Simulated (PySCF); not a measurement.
Structure with atom numbers: `[CH:1]#[C:2][C:3](=[O:4])[OH:5]`. Each H is labelled by its parent atom.

How the numbers were obtained: geometry: PBE0-D3(BJ)/def2-SVP, B3LYP/pcJ-1 coupling constants, PBE0/pcSseg-1 with gauge-including orbitals, in PySCF (single conformer, non-relativistic Hamiltonian, gas phase).

List the cross peaks expected in HSQC, COSY and HMBC spectra.

Results:



HSQC (one-bond C–H):
```
          δH         δC  ¹J(C,H) (Hz)
2.74 (H(C1))  83.5 (C1)           281
```

HMBC (two and three bonds, |J| ≥ 2.5 Hz):
```
          δH                   δC [abs. J in Hz]
2.74 (H(C1))  155.1 (C3) [5.4], 76.4 (C2) [52.9]
```

No COSY cross peaks are expected.

Shifts are taken against calculated references (same method and geometry level): ¹H (31.27 ppm) and ¹³C (184.41 ppm) vs TMS.

The OH or NH signal is concentration- and solvent-dependent in practice; the value given is the gas-phase one. Shifts are as computed. Against solution values, carbons near 30 ppm lie about +2 ppm off and those near 130 ppm about +5 ppm. Of 1211 compounds with measured shifts, 218 miss one by over three times the rms of a fit or turn the order of signals round; such compounds aren't used in these exercises. Hydrogen bonding in solution deshields acid and N–H amide carbonyl carbons by as much as 10 ppm beyond these values.
